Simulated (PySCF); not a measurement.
# Solver options tried on BN (triplet)

The same problem is solved with other solver options, one edit a run.

Program: PySCF 2.14.0. Level of theory: each script names its method and basis. These are calculated values, not measurements.

2 further runs of the same task are left out: 2 that didn't finish.

## Step 1: The system as given

BN (triplet): 2 atoms, charge 0, spin multiplicity 3.

Bond lengths: B1–N2 1.323 Å.

## Step 2: The base run

Contents of input.py:

```python
from pyscf import gto, dft

mol = gto.M(
    atom='B 0 0 0; N 0 0 1.323',
    basis='sto-3g',
    charge=0,
    spin=2,
    verbose=4,
)
mf = dft.UKS(mol, xc='m06')
mf.kernel()
mf.analyze()
print('orbital energies (hartree):', [e[max(0, n-3):n+3].round(4) for e, n in zip(mf.mo_energy, mol.nelec)])
```

Command:

```sh
OMP_NUM_THREADS=1 python input.py
```

Its log is not repeated here.

It gives: E(SCF) = -78.285908 Eh, 11 cycles, ⟨S²⟩ = 2.001, μ = 1.61 D.

The bond length is a typed value, not an optimised one. The triplet is typed in the script; nothing here shows that it is the ground state.

## Step 3: Initial guess sap

Run 1 changes initial guess: minao → sap.

Contents of input.py:

```python
from pyscf import gto, dft

mol = gto.M(
    atom='B 0 0 0; N 0 0 1.323',
    basis='sto-3g',
    charge=0,
    spin=2,
    verbose=4,
)
mf = dft.UKS(mol, xc='m06')
mf.init_guess = 'sap'
mf.kernel()
mf.analyze()
print('orbital energies (hartree):', [e[max(0, n-3):n+3].round(4) for e, n in zip(mf.mo_energy, mol.nelec)])
```

Command:

```sh
OMP_NUM_THREADS=1 python input.py
```

## Step 4: Cycle limit 200

Run 2 changes cycle limit: 50 → 200.

Edit input.py of step 2 so:

```diff
@@ -10,2 +10,3 @@
 mf = dft.UKS(mol, xc='m06')
+mf.max_cycle = 200
 mf.kernel()
```

## Step 5: Second-order solver on

Run 3 changes second-order solver: off → on.

Edit input.py of step 2 so:

```diff
@@ -10,2 +10,3 @@
 mf = dft.UKS(mol, xc='m06')
+mf = mf.newton()
 mf.kernel()
```

## Step 6: Smearing width 0.2 hartree

Run 4 changes smearing width: none → 0.2 hartree.

Edit input.py of step 2 so:

```diff
@@ -1,2 +1,2 @@
-from pyscf import gto, dft
+from pyscf import gto, dft, scf
 
@@ -10,2 +10,3 @@
 mf = dft.UKS(mol, xc='m06')
+mf = scf.addons.smearing_(mf, sigma=0.2, method='fermi')
 mf.kernel()
```

**Question.** What will these runs give? Wanted: for each run, E(SCF); from base; gap, α spin; SCF dipole.

**Answer**, as computed:

| run | E(SCF) (hartree) | from base (eV) | cycles | gap, α spin (eV) | SCF dipole (D) |
| --- | --- | --- | --- | --- | --- |
| base | -78.285908 | 0 | 11 | 8.72 | 1.61 |
| initial guess sap | -78.285914 | -0.0002 | 27 | 8.72 | 1.61 |
| cycle limit 200 | -78.285908 | 0.0000 | 11 | 8.72 | 1.61 |
| second-order solver on | -78.285908 | 0.0000 | 4 macro | 8.72 | 1.61 |
| smearing width 0.2 hartree (poor choice) | -77.724725 | not comparable | 10 | n/a | 0.02 |

Distance from each run's final energy (log10 hartree) by cycle:

| run | cycle 1 | cycle 2 | cycle 3 | cycle 5 | cycle 8 | cycle 12 |
| --- | --- | --- | --- | --- | --- | --- |
| base | -1.2 | -0.3 | -2.8 | -4.4 | -7.1 | done |
| initial guess sap | 0.4 | 0.1 | -1.9 | -3.1 | -4.6 | -5.6 |
| cycle limit 200 | -1.2 | -0.3 | -2.8 | -4.4 | -7.1 | done |
| second-order solver on | -3.4 | -4.5 | < -11 | done | done | done |
| smearing width 0.2 hartree (poor choice) | -2.0 | -2.9 | -2.4 | -5.0 | -8.7 | done |

**Reading.** The SCF energy stays the same, to the digits that matter, with cycle limit 200 or second-order solver on. Rows marked «poor choice» come from settings spoiled on purpose.
